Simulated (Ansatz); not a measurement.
**GeO⁻, quartet: the ladder up to UCCSDT(Q)**

Geometry: that of the GeO⁻, doublet, kept fixed.

```xyz
2

Ge    0.0000    0.0000    0.0000
O     0.0000    0.0000    1.6858
```

Basis aug-cc-pVDZ; Ansatz 0.2.0. Only valence electrons are correlated (noble-gas cores and the filled d shells of p-block atoms frozen), which leaves 11 electrons in 44 orbitals. Prefix R: restricted or restricted open-shell reference; prefix U: unrestricted. Active spaces: valence = (11e, 8o) chosen from the atoms' valence shells. No spin–orbit coupling is included, and no scalar relativity. This anion state lies near or above the neutral species, so the extra electron is weakly bound or unbound and the energies hang on the diffuse functions.

Full CI isn't at hand for all of this; UCCSDT(Q) serves as the reference, and is uncertain by about the last step of the cluster series. The frozen core follows each run's orbitals, which can shift R against U totals by a few meV for light atoms and by up to 0.1 eV past Ca.

Coupled cluster chose its determinant by trial CCSD, here up to 0.62 eV above the lowest Hartree–Fock solution of its kind.

* UHF ⟨S²⟩: 3.789
* ⟨S²⟩ of the determinant under UCCSD: 3.796
* T1 diagnostic (RCCSD): 0.0588
* largest doubles amplitude (RCCSD): 0.044
* T1 diagnostic (UCCSD): 0.0429

| level | E − E(determinant under the R cluster runs) (eV) |
| --- | --- |
| UCCSD | -7.6653 |
| UCCSD(T) | -7.9613 |

Problem. Estimate how far UCCSDT(Q) in aug-cc-pVDZ lies from UCCSD(T). The table doesn't fix it; the size of (T) and the diagnostics are the guide.

Solution. UCCSDT(Q) in aug-cc-pVDZ lies 1.72 kcal/mol below UCCSD(T), which is 25 % of the (T) step (-6.83 kcal/mol). T1 is raised, and the rest is a large part of (T). The miss exceeds 1 kcal/mol.

The other levels:

```tsv
level	E − E(UCCSDT(Q)) (kcal/mol)	share of correlation (%)	wall time
UHF†	163.18	–	4.5 s
UCCSDT	0.90	99.51	–
```

A dagger marks rows that describe another state than the reference (another or a broken symmetry, a higher spin or other natural occupations), so the difference isn't the method's error.

The correlation energy at UCCSDT(Q), counted from the determinant under the R cluster runs, is -8.036 eV. That run took 80 s on 1 thread of Arm Neoverse V1, shared host.

Run but not shown, since their state or frozen core can't be matched to the reference's or they repeat it: RHF, RMP2, UMP2, RCCSD, RCCSD(T), BCCD(T), RCCSDT, RCCSDT(Q), CASSCF (valence space), NEVPT2 (valence space), MRCISD (valence space), MRCISD+Q (valence space).

Times hold each run's SCF and search for its determinant on a shared host, so for small cases they say little of a method's own cost; they ran on 1 thread of Arm Neoverse V1.
